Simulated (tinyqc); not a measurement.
Inside a calculation. Method: extended Hueckel theory, for BH-. The parameters take no account of the charge, which enters only through the electron count, and nothing here shows that the anion is bound. Computed by tinyqc, a small Python program that keeps every step (integrals from PySCF). Settings: charge = -1, K = 2.0, multiplicity = 2. Command: `OMP_NUM_THREADS=1 python tinyqc.py 25552 25553 out.jsonl` (the two numbers bound the seeds that draw the settings). One thread of a shared host (Intel(R) Xeon(R) Processor @ 2.60GHz), about 0.01 s of CPU time with the checks.

## Overlaps

Geometry (angstrom):
```
atom         x         y         z
B     0.000000  0.000000  0.000000
H     0.000000  0.000000  1.124000
```

Parameters chosen for this run:
```
element  shell  Slater exponent   H_ii (eV)
B           2s         1.300000  -15.200000
B           2p         1.300000   -8.500000
H           1s         1.300000  -13.600000
```

Slater orbitals, each expanded in six Gaussians scaled to its exponent.

overlap S, lower triangle:
```
           1B 2s    1B 2px    1B 2py    1B 2pz     2H 1s
1B 2s   1.000000
1B 2px  0.000000  1.000000
1B 2py  0.000000  0.000000  1.000000
1B 2pz  0.000000  0.000000  0.000000  1.000000
2H 1s   0.519468  0.000000  0.000000  0.550063  1.000000
```

## Wolfsberg-Helmholz matrix

diagonal H_ii (eV): 1B 2s -15.200000, 1B 2px -8.500000, 1B 2py -8.500000, 1B 2pz -8.500000, 2H 1s -13.600000

K = 2.000000

H_ij = K' S_ij (H_ii + H_jj)/2 for i != j (the diagonal keeps H_ii), with K' = 2.

H (eV), lower triangle:
```
             1B 2s     1B 2px     1B 2py      1B 2pz       2H 1s
1B 2s   -15.200000
1B 2px    0.000000  -8.500000
1B 2py    0.000000   0.000000  -8.500000
1B 2pz    0.000000   0.000000   0.000000   -8.500000
2H 1s   -14.960688   0.000000   0.000000  -12.156381  -13.600000
```

## Orbitals

valence electrons = 5

Solve H C = S C e through S^(-1/2); fill by pairs from the bottom, a degenerate level sharing its electrons equally; each orbital has its largest coefficient positive (the first on a tie).

orbital energies (eV): -19.421395  -10.780041  -8.500000  -8.500000  26.715558

occupations: 2.000000  2.000000  0.500000  0.500000  0.000000

coefficients:
```
             MO1        MO2       MO3        MO4        MO5
1B 2s   0.600181  -0.571194  0.000000   0.000000  -0.971915
1B 2px  0.000000   0.000000  0.529053   0.848588   0.000000
1B 2py  0.000000   0.000000  0.848588  -0.529053   0.000000
1B 2pz  0.070159   0.736551  0.000000   0.000000  -1.077123
2H 1s   0.520045   0.269705  0.000000   0.000000   1.412634
```

sum of one-electron energies = -68.902872 eV

Within a degenerate level the vectors are fixed only up to a rotation; this is one choice.

## Mulliken analysis

P = C n C^T; charge = valence electrons (B 3, H 1) minus the sum of (P S)_ii on the atom; overlap population = 2 sum P_ij S_ij between two atoms.

charges: 1B -0.890722, 2H -0.109278

Overlap populations:
```
pair     value
2-1   0.845805
```
